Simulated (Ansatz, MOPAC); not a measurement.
C2H3O: which of these isomers lies lowest?

2 of its isomers, all doublets with charge 0: A = acetyl radical `C[C]=O`; B = vinyloxy radical `C=C[O]`.

Shapes, held fixed at every level: PBE0-D4/def2-TZVP. Programs: Ansatz 0.2.0, MOPAC 23.2.5.

Electronic energies in kJ/mol, without zero-point or thermal terms.

| level | kind | B − A |
| --- | --- | --- |
| PM7 | semi-empirical | +57.9 |
| HF/def2-TZVPP | Hartree–Fock | -2.8 |
| PBE-D4/def2-TZVPP | GGA | +28.2 |
| r2SCAN-D4/def2-TZVPP | meta-GGA | +21.2 |
| B3LYP-D4/def2-TZVPP | global hybrid | +23.7 |
| r2SCAN0-D4/def2-TZVPP | global hybrid | +19.1 |
| wB97M-V/def2-TZVPP | range-separated hybrid | +27.7 |
| wB97X-V/def2-TZVPP | range-separated hybrid | +29.9 |
| B2PLYP/def2-TZVPP | double hybrid | +32.3 |

B2PLYP/def2-TZVPP puts A lowest of these. HF/def2-TZVPP puts B lowest. The B − A difference spans -2.8 to +57.9 kJ/mol over the levels. Spin contamination: C2H3O (vinyloxy radical) (⟨S²⟩ up to 0.92). Open shells run unrestricted unless RO is named. NDDO rows are differences of heats of formation.
